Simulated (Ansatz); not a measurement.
C3H4FNO can be A, `C=N/C(O)=C/F`, or B, `N#CC(F)CO`.

Calculated with Ansatz (gas phase, PBE0-D4/def2-TZVP geometries, no zero-point term in ΔE). CCSD(T)/CBS adds triple-zeta CCSD(T) − MP2 to the extrapolated MP2 energy (def2 sets, frozen cores). DFT in def2-TZVPP. B3LYP here is the variant with VWN-RPA as its local correlation; programs differ in this. One conformer a species, not always the lowest.

Q: Which isomer does CCSD(T)/CBS put lower? Give the gap. (Best estimate.)

A: Ansatz gave: B, by 86.4 kJ/mol.

Q: Give E(B) − E(A) in kJ/mol with CCSD/def2-TZVPP, MP2/def2-TZVPP, B2PLYP, B3LYP-D4, B3LYP, ωB97M-V, CCSD(T)/def2-TZVPP. (Estimate.)

A: Ansatz gave: CCSD/def2-TZVPP -97.7, MP2/def2-TZVPP -104.3, B2PLYP -84.7, B3LYP-D4 -65.6, B3LYP -68.1, ωB97M-V -81.0, CCSD(T)/def2-TZVPP -92.2. None reverses the order clearly.

Largest T1 diagnostic: 0.014.

From PBE to PBE0 (25 % exact exchange), in def2-TZVPP and without D4, E(B) − E(A) moves by −11.3 kJ/mol.
